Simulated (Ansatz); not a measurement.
## Worked example: correlation energy of CH₄⁺, doublet

Geometry: a PBE0/def2-TZVP stationary point for this spin, not checked as a minimum.

```xyz
5

C     0.0000    0.0000    0.0000
H     0.3646    0.7500    0.7480
H    -0.3742   -0.7450    0.7482
H    -0.3622    0.7462   -0.7529
H     0.3718   -0.7512   -0.7433
```

Basis cc-pVDZ; Ansatz 0.2.0. Correlated methods freeze the noble-gas cores, which leaves 7 electrons in 33 orbitals. Prefix R: restricted or restricted open-shell reference; prefix U: unrestricted.

Full CI isn't at hand for all of this; UCCSDT(Q) serves as the reference, and is uncertain by about the last step of the cluster series.

Runs differ by some tens of microhartree through their thresholds and, for an open shell, their frozen cores, so steps under 0.03 kcal/mol mean nothing.

| level | total energy (hartree) |
| --- | --- |
| UHF | -39.761127 |
| UMP2 | -39.895326 |
| UCCSD | -39.919222 |
| UCCSD(T) | -39.922515 |
| UCCSDT | -39.923046 |
| UCCSDT(Q) | -39.923188 |

**Question.** What is the correlation energy at UCCSDT(Q), and what share of it do UMP2 and UCCSD(T) recover?

**Answer.** E(corr) = -39.923188 − (-39.761127) = -0.162061 hartree = -4.410 eV. UMP2: -0.134199 / -0.162061 = 82.81 %. UCCSD(T): -0.161388 / -0.162061 = 99.58 %.

**Question.** By how many kcal/mol does UCCSD(T) miss UCCSDT(Q) (1 hartree = 627.509 kcal/mol), and which steps make up the rest?

**Answer.** -39.922515 − (-39.923188) = 0.000673 hartree = 0.42 kcal/mol. Steps: UCCSDT − UCCSD(T) = -0.33, UCCSDT(Q) − UCCSDT = -0.09 kcal/mol. That is within 1 kcal/mol of the reference in this basis, which itself misses far more of the correlation at the basis-set limit.
